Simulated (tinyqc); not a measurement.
Inside a calculation (part 2 of 2). Method: UHF in the sto-3g basis, for H2O+, spin multiplicity 2. Computed by tinyqc, a small Python program that keeps every step (integrals from PySCF). Command: `OMP_NUM_THREADS=1 python tinyqc.py 24076 24077 out.jsonl` (the two numbers bound the seeds that draw the settings). One thread of a shared host (Intel(R) Xeon(R) Processor @ 2.60GHz), about 0.1 s of CPU time with the checks.

Geometry (angstrom):
```
atom         x          y         z
O     0.000000   0.000000  0.000000
H     0.000000   0.997000  0.658000
H     0.000000  -0.997000  0.658000
```

## Iteration 2: diagonalisation and new density

F(alpha) (hartree), lower triangle:
```
             1O 1s      1O 2s     1O 2px     1O 2py     1O 2pz      2H 1s      3H 1s
1O 1s   -20.590779
1O 2s    -5.261497  -2.847435
1O 2px    0.000000   0.000000  -0.853267
1O 2py    0.000000   0.000000   0.000000  -0.766347
1O 2pz   -0.016766  -0.104572   0.000000   0.000000  -0.755720
2H 1s    -0.696741  -0.814696   0.000000  -0.432367  -0.319599  -0.631708
3H 1s    -0.696741  -0.814696   0.000000   0.432367  -0.319599  -0.205862  -0.631708
```

F(beta) (hartree), lower triangle:
```
             1O 1s      1O 2s    1O 2px     1O 2py     1O 2pz      2H 1s      3H 1s
1O 1s   -20.564533
1O 2s    -5.222780  -2.661193
1O 2px    0.000000   0.000000  0.028723
1O 2py    0.000000   0.000000  0.000000  -0.705360
1O 2pz   -0.017347  -0.101075  0.000000   0.000000  -0.699609
2H 1s    -0.690202  -0.779536  0.000000  -0.429329  -0.318302  -0.634270
3H 1s    -0.690202  -0.779536  0.000000   0.429329  -0.318302  -0.198959  -0.634270
```

X, lower triangle:
```
            1O 1s      1O 2s    1O 2px     1O 2py     1O 2pz      2H 1s     3H 1s
1O 1s    1.023298
1O 2s   -0.133568   1.120164
1O 2px   0.000000   0.000000  1.000000
1O 2py   0.000000   0.000000  0.000000   1.060363
1O 2pz  -0.005315   0.048204  0.000000   0.000000   1.023652
2H 1s    0.017152  -0.187028  0.000000  -0.154288  -0.092130   1.092949
3H 1s    0.017152  -0.187028  0.000000   0.154288  -0.092130  -0.040534  1.092949
```

Diagonalise F' = X^T F X, C = X C', fill 5 alpha and 4 beta electrons from the bottom; D(s) = C_occ C_occ^T. Each column has its largest component positive (the first on a tie).

F' = X^T F X (alpha) (hartree), lower triangle:
```
            1          2          3          4          5          6          7
1  -20.215737
2   -2.681804  -1.812589
3    0.000000   0.000000  -0.853267
4    0.000000   0.000000   0.000000  -0.598988
5   -0.030849   0.002350   0.000000   0.000000  -0.687078
6   -0.057006  -0.351318   0.000000  -0.340399  -0.222407  -0.328742
7   -0.057006  -0.351318   0.000000   0.340399  -0.222407  -0.047593  -0.328742
```

orbital energies (alpha) (hartree): MO1 -20.599747, MO2 -1.628867, MO3 -0.947019, MO4 -0.853267, MO5 -0.812733, MO6 -0.050393, MO7 0.066881

coefficients C (alpha):
```
              MO1        MO2        MO3       MO4        MO5        MO6        MO7
1O 1s    0.994243  -0.248290   0.000000  0.000000   0.073215   0.100342   0.000000
1O 2s    0.024395   0.938398   0.000000  0.000000  -0.349453  -0.584456   0.000000
1O 2px   0.000000   0.000000   0.000000  1.000000   0.000000   0.000000   0.000000
1O 2py   0.000000   0.000000   0.731475  0.000000   0.000000   0.000000   0.798075
1O 2pz   0.002262   0.118365   0.000000  0.000000   0.859495  -0.560753   0.000000
2H 1s   -0.004094   0.100892   0.344547  0.000000   0.229957   0.731077  -0.739921
3H 1s   -0.004094   0.100892  -0.344547  0.000000   0.229957   0.731077   0.739921
```

F' = X^T F X (beta) (hartree), lower triangle:
```
            1          2         3          4          5          6          7
1  -20.195364
2   -2.667722  -1.618054
3    0.000000   0.000000  0.028723
4    0.000000   0.000000  0.000000  -0.532854
5   -0.031925   0.010737  0.000000   0.000000  -0.628543
6   -0.057317  -0.347131  0.000000  -0.344926  -0.226069  -0.339013
7   -0.057317  -0.347131  0.000000   0.344926  -0.226069  -0.046481  -0.339013
```

orbital energies (beta) (hartree): MO1 -20.572010, MO2 -1.470801, MO3 -0.915074, MO4 -0.760497, MO5 -0.024147, MO6 0.028723, MO7 0.089687

coefficients C (beta):
```
              MO1        MO2        MO3        MO4        MO5       MO6        MO7
1O 1s    0.994785  -0.238400   0.000000   0.086871   0.107787  0.000000   0.000000
1O 2s    0.022191   0.895935   0.000000  -0.407055  -0.613192  0.000000   0.000000
1O 2px   0.000000   0.000000   0.000000   0.000000   0.000000  1.000000   0.000000
1O 2py   0.000000   0.000000   0.700078   0.000000   0.000000  0.000000   0.825754
1O 2pz   0.002167   0.138322   0.000000   0.841840  -0.582544  0.000000   0.000000
2H 1s   -0.003764   0.141217   0.372893   0.238198   0.721703  0.000000  -0.726049
3H 1s   -0.003764   0.141217  -0.372893   0.238198   0.721703  0.000000   0.726049
```

D(alpha) after iteration 2, lower triangle:
```
            1O 1s      1O 2s    1O 2px     1O 2py    1O 2pz      2H 1s     3H 1s
1O 1s    1.055528
1O 2s   -0.234325   1.003302
1O 2px   0.000000   0.000000  1.000000
1O 2py   0.000000   0.000000  0.000000   0.535056
1O 2pz   0.035788  -0.189224  0.000000   0.000000  0.752747
2H 1s   -0.012285   0.014218  0.000000   0.252028  0.209579   0.181789
3H 1s   -0.012285   0.014218  0.000000  -0.252028  0.209579  -0.055637  0.181789
```

D(beta) after iteration 2, lower triangle:
```
            1O 1s      1O 2s    1O 2px     1O 2py    1O 2pz      2H 1s     3H 1s
1O 1s    1.053978
1O 2s   -0.226876   0.968887
1O 2px   0.000000   0.000000  0.000000
1O 2py   0.000000   0.000000  0.000000   0.490109
1O 2pz   0.042312  -0.218700  0.000000   0.000000  0.727833
2H 1s   -0.016718   0.029478  0.000000   0.261054  0.220050   0.215743
3H 1s   -0.016718   0.029478  0.000000  -0.261054  0.220050  -0.062354  0.215743
```

## Iteration 34 (converged): orbitals

converged F(alpha) (hartree), lower triangle:
```
             1O 1s      1O 2s     1O 2px     1O 2py     1O 2pz      2H 1s      3H 1s
1O 1s   -20.931631
1O 2s    -5.333305  -3.020958
1O 2px    0.000000   0.000000  -1.033880
1O 2py    0.000000   0.000000   0.000000  -0.890797
1O 2pz   -0.019733  -0.093827   0.000000   0.000000  -0.913692
2H 1s    -0.705629  -0.847234   0.000000  -0.458906  -0.339083  -0.645730
3H 1s    -0.705629  -0.847234   0.000000   0.458906  -0.339083  -0.205314  -0.645730
```

converged F(beta) (hartree), lower triangle:
```
             1O 1s      1O 2s     1O 2px     1O 2py     1O 2pz      2H 1s      3H 1s
1O 1s   -20.899593
1O 2s    -5.287944  -2.797350
1O 2px    0.000000   0.000000  -0.140551
1O 2py    0.000000   0.000000   0.000000  -0.750879
1O 2pz   -0.019400  -0.062949   0.000000   0.000000  -0.798279
2H 1s    -0.698387  -0.816800   0.000000  -0.461754  -0.344877  -0.716780
3H 1s    -0.698387  -0.816800   0.000000   0.461754  -0.344877  -0.204287  -0.716780
```

As before.

F' = X^T F X (alpha) (hartree), lower triangle:
```
            1          2          3          4          5          6          7
1  -20.556407
2   -2.692505  -1.987943
3    0.000000   0.000000  -1.033880
4    0.000000   0.000000   0.000000  -0.722242
5   -0.035029   0.012822   0.000000   0.000000  -0.844211
6   -0.057937  -0.356237   0.000000  -0.350652  -0.230911  -0.329648
7   -0.057937  -0.356237   0.000000   0.350652  -0.230911  -0.042418  -0.329648
```

orbital energies (alpha) (hartree): MO1 -20.940136, MO2 -1.783848, MO3 -1.046236, MO4 -1.033880, MO5 -0.963550, MO6 -0.073094, MO7 0.036764

coefficients C (alpha):
```
              MO1        MO2        MO3       MO4        MO5        MO6        MO7
1O 1s    0.994426  -0.252708   0.000000  0.000000   0.060096   0.096127   0.000000
1O 2s    0.023657   0.965620   0.000000  0.000000  -0.291008  -0.572034   0.000000
1O 2px   0.000000   0.000000   0.000000  1.000000   0.000000   0.000000   0.000000
1O 2py   0.000000   0.000000   0.768349  0.000000   0.000000   0.000000   0.762640
1O 2pz   0.002358   0.105064   0.000000  0.000000   0.888390  -0.516634   0.000000
2H 1s   -0.004000   0.072599   0.309219  0.000000   0.198309   0.743597  -0.755367
3H 1s   -0.004000   0.072599  -0.309219  0.000000   0.198309   0.743597   0.755367
```

F' = X^T F X (beta) (hartree), lower triangle:
```
            1          2          3          4          5          6          7
1  -20.531035
2   -2.677617  -1.746240
3    0.000000   0.000000  -0.140551
4    0.000000   0.000000   0.000000  -0.566490
5   -0.039438   0.058703   0.000000   0.000000  -0.719263
6   -0.058022  -0.354893   0.000000  -0.364497  -0.246796  -0.411413
7   -0.058022  -0.354893   0.000000   0.364497  -0.246796  -0.040235  -0.411413
```

orbital energies (beta) (hartree): MO1 -20.906419, MO2 -1.588791, MO3 -0.993479, MO4 -0.893345, MO5 -0.140551, MO6 -0.059632, MO7 0.055810

coefficients C (beta):
```
              MO1        MO2        MO3        MO4       MO5        MO6        MO7
1O 1s    0.995054  -0.241323   0.000000   0.076406  0.000000   0.106718   0.000000
1O 2s    0.021085   0.913697   0.000000  -0.373028  0.000000  -0.608649   0.000000
1O 2px   0.000000   0.000000   0.000000   0.000000  1.000000   0.000000   0.000000
1O 2py   0.000000   0.000000   0.677405   0.000000  0.000000   0.000000   0.844453
1O 2pz   0.002151   0.092880   0.000000   0.835644  0.000000  -0.600215   0.000000
2H 1s   -0.003579   0.131141   0.392463   0.259976  0.000000   0.716066  -0.715660
3H 1s   -0.003579   0.131141  -0.392463   0.259976  0.000000   0.716066   0.715660
```

D(alpha) after iteration 34, lower triangle:
```
            1O 1s      1O 2s    1O 2px     1O 2py    1O 2pz      2H 1s     3H 1s
1O 1s    1.056356
1O 2s   -0.237983   1.017667
1O 2px   0.000000   0.000000  1.000000
1O 2py   0.000000   0.000000  0.000000   0.590360
1O 2pz   0.029183  -0.157021  0.000000   0.000000  0.800280
2H 1s   -0.010407   0.012299  0.000000   0.237588  0.183793   0.140230
3H 1s   -0.010407   0.012299  0.000000  -0.237588  0.183793  -0.051004  0.140230
```

D(beta) after iteration 34, lower triangle:
```
            1O 1s      1O 2s    1O 2px     1O 2py    1O 2pz      2H 1s     3H 1s
1O 1s    1.054208
1O 2s   -0.228017   0.974437
1O 2px   0.000000   0.000000  0.000000
1O 2py   0.000000   0.000000  0.000000   0.458878
1O 2pz   0.043574  -0.226809  0.000000   0.000000  0.706932
2H 1s   -0.015344   0.022769  0.000000   0.265857  0.229420   0.238826
3H 1s   -0.015344   0.022769  0.000000  -0.265857  0.229420  -0.069229  0.238826
```

## Convergence

Stop when the energy changes by less than 1e-09 hartree and every element of the error matrix X^T (F D S - S D F) X (for each spin) is below 9e-06.

Course of the cycle:
```
iteration   E (hartree)     change  largest element of the error matrix
1          -70.13233473          -                             3.89e-01
2          -74.55639154  -4.42e+00                             1.19e-01
3          -74.63006327  -7.37e-02                             1.69e-02
4          -74.63165850  -1.60e-03                             7.33e-03
5          -74.63195361  -2.95e-04                             3.67e-03
6          -74.63212272  -1.69e-04                             3.00e-03
7          -74.63223060  -1.08e-04                             2.29e-03
8          -74.63229992  -6.93e-05                             1.83e-03
9          -74.63234451  -4.46e-05                             1.47e-03
10         -74.63237318  -2.87e-05                             1.18e-03
11         -74.63239160  -1.84e-05                             9.42e-04
12         -74.63240343  -1.18e-05                             7.54e-04
13         -74.63241102  -7.59e-06                             6.04e-04
14         -74.63241589  -4.87e-06                             4.83e-04
...                 ...        ...                                  ...
21         -74.63242419  -2.15e-07                             1.02e-04
22         -74.63242433  -1.38e-07                             8.13e-05
23         -74.63242441  -8.82e-08                             6.50e-05
24         -74.63242447  -5.65e-08                             5.20e-05
25         -74.63242451  -3.61e-08                             4.16e-05
26         -74.63242453  -2.31e-08                             3.33e-05
27         -74.63242454  -1.48e-08                             2.66e-05
28         -74.63242455  -9.47e-09                             2.13e-05
29         -74.63242456  -6.06e-09                             1.70e-05
30         -74.63242456  -3.88e-09                             1.36e-05
31         -74.63242457  -2.48e-09                             1.09e-05
32         -74.63242457  -1.59e-09                             8.73e-06
33         -74.63242457  -1.02e-09                             6.98e-06
34         -74.63242457  -6.50e-10                             5.58e-06
```

PySCF UHF in the same basis, after a stability check = -74.63242457 hartree

Converged in 34 iterations.

## Populations, bond orders and dipole

overlap S, lower triangle:
```
           1O 1s     1O 2s    1O 2px     1O 2py    1O 2pz     2H 1s     3H 1s
1O 1s   1.000000
1O 2s   0.236704  1.000000
1O 2px  0.000000  0.000000  1.000000
1O 2py  0.000000  0.000000  0.000000   1.000000
1O 2pz  0.000000  0.000000  0.000000   0.000000  1.000000
2H 1s   0.030710  0.333536  0.000000   0.254043  0.167663  1.000000
3H 1s   0.030710  0.333536  0.000000  -0.254043  0.167663  0.120395  1.000000
```

Mulliken: Z minus the diagonal of D S on the atom; Loewdin: the same with S^(1/2) D S^(1/2); Mayer order: 2 sum_s sum (D(s) S)_ij (D(s) S)_ji over the two atoms.

Charges (e):
```
atom  Mulliken   Loewdin  Mulliken spin
1O    0.145326  0.254962       1.229148
2H    0.427337  0.372519      -0.114574
3H    0.427337  0.372519      -0.114574
```

Mayer bond orders:
```
pair     order
2-1   0.789290
3-1   0.789290
3-2   0.014965
```

dipole moment about the origin, x y z (debye): 0.000000  0.000000  3.227467

<S^2> of the determinant (pure state: 0.75) = 0.775492
